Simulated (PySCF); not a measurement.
PS: script and output

Input:

```python
from pyscf import gto, dft

mol = gto.M(
    atom='P 0 0 0; S 0 0 1.661',
    basis='6-311g**',
    charge=0,
    spin=1,
    verbose=3,
)
mf = dft.UKS(mol, xc='hse06')
mf.kernel()
mf.stability(internal=True, external=True)
mf.dip_moment()
print('orbital energies (hartree):', [e[max(0, n-3):n+3].round(4) for e, n in zip(mf.mo_energy, mol.nelec)])
```

```bash
$ python input.py
```

It prints (some set-up lines and the per-cycle HOMO/LUMO lines with their warnings removed):

```
converged SCF energy = -739.236526623829  <S^2> = 0.75277378  2S+1 = 2.0027719
<class 'pyscf.dft.uks.UKS'> wavefunction is stable in the internal stability analysis
<class 'pyscf.dft.uks.UKS'> wavefunction is stable in the real -> complex stability analysis
Dipole moment(X, Y, Z, Debye): -0.00000,  0.00000, -0.09612
orbital energies (hartree): [array([-0.3689, -0.3466, -0.1689, -0.1231,  0.0424,  0.1108]), array([-0.3642, -0.3411, -0.3303, -0.1133, -0.0849,  0.0514])]
```

In short: E(SCF) = -739.236527 Eh, ⟨S²⟩ = 0.753, μz(SCF) = -0.10 D, internal stable; real -> complex stable.

Wall time 20 s on one thread of a shared host.

The bond length is a typed value, not an optimised one. No search for the lowest solution was made.
